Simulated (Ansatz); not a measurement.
**How far each method lies from full CI for CH, quartet**

Geometry: a point of a stretch scan, not a stationary point.

| atom | x (Å) | y (Å) | z (Å) |
| --- | --- | --- | --- |
| C | 0.0000 | 0.0000 | 0.0000 |
| H | 0.0000 | 0.0000 | 0.9930 |

Basis cc-pVTZ; Ansatz 0.2.0. Only valence electrons are correlated (noble-gas cores frozen), which leaves 5 electrons in 43 orbitals. R marks a restricted (for open shells ROHF) determinant, U an unrestricted one. Active spaces: valence = (5e, 5o) chosen from the atoms' valence shells.

Full CI is exact within this basis and frozen core; it isn't the basis-set limit. The frozen core follows each run's orbitals, which can shift R against U totals by a few meV.

For open shells CISD is restricted-active-space CI with the open shells as a complete middle space.

- UHF ⟨S²⟩: 3.754
- T1 diagnostic (RCCSD): 0.0189
- largest doubles amplitude (RCCSD): 0.035
- T1 diagnostic (UCCSD): 0.0180

```csv
level,E − E(RHF) (eV)
UHF,-0.0501
RMP2,-2.1469
UMP2,-2.1451
RCCSD,-2.5495
UCCSD,-2.5511
RCCSD(T),-2.6063
UCCSD(T),-2.6077
```

(1) Estimate how far full CI in cc-pVTZ lies from RCCSD(T). The table doesn't fix it; the size of (T) and the diagnostics are the guide.

(1) Full CI in cc-pVTZ lies 0.39 mEh below RCCSD(T), which is 19 % of the (T) step (-2.09 mEh). The diagnostics are small and one determinant leads, so the series closes fast and only a small part of (T) is left.

The other levels:

```tsv
level	E − E(full CI) (mEh)	share of correlation (%)	wall time
CISD	2.64	97.25	0.81 s
BCCD(T)	0.39	99.60	0.57 s
RCCSDT	0.01	99.99	–
UCCSDT	-0.05	100.05	–
RCCSDT(Q)	-0.03	100.03	6 s
UCCSDT(Q)	-0.08	100.08	5.5 s
CASSCF (valence space)	80.18	16.63	–
NEVPT2 (valence space)	18.70	80.55	0.21 s
MRCISD (valence space)	3.50	96.36	–
MRCISD+Q (valence space)	1.25	98.70	0.54 s
```

The correlation energy at full CI, counted from RHF, is -2.617 eV. That run took 70 s on 1 thread of INTEL XEON PLATINUM 8581C, shared host over 1,326,860 determinants.

Times hold each run's SCF and search for its determinant on a shared host, so for small cases they say little of a method's own cost; they ran on 1 thread of INTEL XEON PLATINUM 8581C. Some runs computed forces too.

The full-CI state has the irrep A2 of C2v, in the program's axes (one component, if the state is degenerate).

Natural occupations of full CI about the gap: 1.960 0.994 0.990 0.990 0.017 0.007 0.006 0.006 0.006 0.006; effectively unpaired electrons, Σ n²(2−n)², 3.01.
